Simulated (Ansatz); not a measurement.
Single points on BH2(NH2) (BNH4).

```yaml
crystal:
  periodic: [false, false, false]
  atoms:
    - {symbol: B, position_ang: [0.343935, 0.596956, 0.003713]}
    - {symbol: H, position_ang: [1.357875, 0.678712, 0.645582]}
    - {symbol: H, position_ang: [-0.090304, 1.521120, -0.631980]}
    - {symbol: N, position_ang: [-0.351443, -0.609876, -0.003772]}
    - {symbol: H, position_ang: [-1.212680, -0.754598, -0.520827]}
    - {symbol: H, position_ang: [-0.047394, -1.432305, 0.507293]}
basis:
  gaussian: {orbitals: 6-31G}
hamiltonian: {xc: hf}
scf: {omitted_lower_state_checks: [starts]}
output: {orbitals: {seedname: orbitals}}
```

The file start.molden holds the orbitals of an earlier run on this structure, at another level or in another basis.

```sh
$ ansatz run in.yaml --threads 4 --pin off --events-out ev --progress --plain --max-ram 3916MiB
```

Output, abridged:

```
Functional definition: HF
386 factors; integrals over basis functions are off by at most 2.3e-4 eV
mean field evaluation 1: about -2215.2948 eV, gradient 2.4e1 eV
mean field evaluation 2: about -2215.2920 eV, gradient 2.4e1 eV
mean field evaluation 4: about -2216.6730 eV, gradient 2.1e0 eV
mean field evaluation 8: about -2216.6861 eV, gradient 1.3e-4 eV
mean field -2216.68609681 eV, -81.4617115339 hartree, gradient 2.0e-5 eV, S^2 0.000000; 0 other end points of the search recorded, 0 dependent functions left out
reference -2216.68609681 eV, -81.4617115339 hartree; 8, 8 occupied and 18, 18 virtual orbitals, 386 factors
Total energy: -2216.68609681 eV, -81.4617115339 hartree
Checks for a lower state left out: starts
```

As the first input, with `gaussian: {orbitals: def2-TZVP, initial_orbitals: start.molden}`, `output: {forces: true, orbitals: {seedname: orbitals}}` (abridged; 0.2 s):

```
Functional definition: HF
mean field -2218.46009459 eV, -81.5269047499 hartree, gradient 8.9e-6 eV, S^2 0.000000
Total energy: -2218.46009459 eV, -81.5269047499 hartree
Atom 0 force    -0.092443    -0.160817    -0.001414 eV/Å
Atom 1 force    -0.216272     0.043606    -0.159553 eV/Å
Atom 2 force     0.145090    -0.166624     0.159016 eV/Å
Atom 3 force    -0.448403    -0.778832    -0.004585 eV/Å
Atom 4 force     0.920939     0.173849     0.545898 eV/Å
Atom 5 force    -0.308911     0.888818    -0.539361 eV/Å
Dipole moment:    -0.179064    -0.310775    -0.001923 e Å
Checks for a lower state left out: starts
```

The first input with `gaussian: {orbitals: def2-TZVP, initial_orbitals: start.molden}`, `hamiltonian: {xc: pbe0, dispersion: d4}` and without the key `scf` (abridged; 0.35 s):

```
Functional definition: PBE0
mean field evaluation 16: about -2230.3216 eV, gradient 2.0e-1 eV
mean field -2230.32166427 eV, -81.9628093957 hartree, gradient 1.9e-5 eV, S^2 0.000000; 1 other end points of the search recorded, 0 dependent functions left out
Total energy: -2230.35914154 eV, -81.9641866600 hartree
```

First input, but with `gaussian: {orbitals: def2-TZVP, initial_orbitals: start.molden}`, `hamiltonian: {xc: {name: B3LYP}, dispersion: d4}` (abridged; 0.35 s):

```
Functional definition: B3LYP
mean field -2233.54834241 eV, -82.0813876301 hartree, gradient 7.2e-5 eV, S^2 0.000000
Total energy: -2233.62267501 eV, -82.0841193026 hartree
Checks for a lower state left out: starts
```

The first input with `gaussian: {orbitals: def2-TZVP, initial_orbitals: start.molden}`, `hamiltonian: {xc: {name: r2SCAN0}, dispersion: d4}` (abridged; 0.45 s):

```
Functional definition: r2SCAN0
mean field -2231.53408467 eV, -82.0073650233 hartree, gradient 2.4e-5 eV, S^2 0.000000
Total energy: -2231.54626516 eV, -82.0078126482 hartree
Checks for a lower state left out: starts
```

First input, but with `gaussian: {orbitals: def2-TZVP, initial_orbitals: start.molden}`, `hamiltonian: {xc: {name: revPBE}, dispersion: d4}` (abridged; 0.25 s):

```
Functional definition: revPBE
mean field -2232.50857865 eV, -82.0431770169 hartree, gradient 8.7e-5 eV, S^2 0.000000
Total energy: -2232.69155749 eV, -82.0499013649 hartree
Checks for a lower state left out: starts
```

First input, but with `gaussian: {orbitals: def2-TZVP, initial_orbitals: start.molden}`, `hamiltonian: {xc: pbe, dispersion: d4}` (abridged; 0.25 s):

```
Functional definition: PBE
mean field -2229.96341613 eV, -81.9496440191 hartree, gradient 8.5e-5 eV, S^2 0.000000
Total energy: -2230.00947174 eV, -81.9513365318 hartree
Checks for a lower state left out: starts
```

Geometry: PBE-D4/def2-TZVP.

B3LYP takes the VWN-RPA correlation.
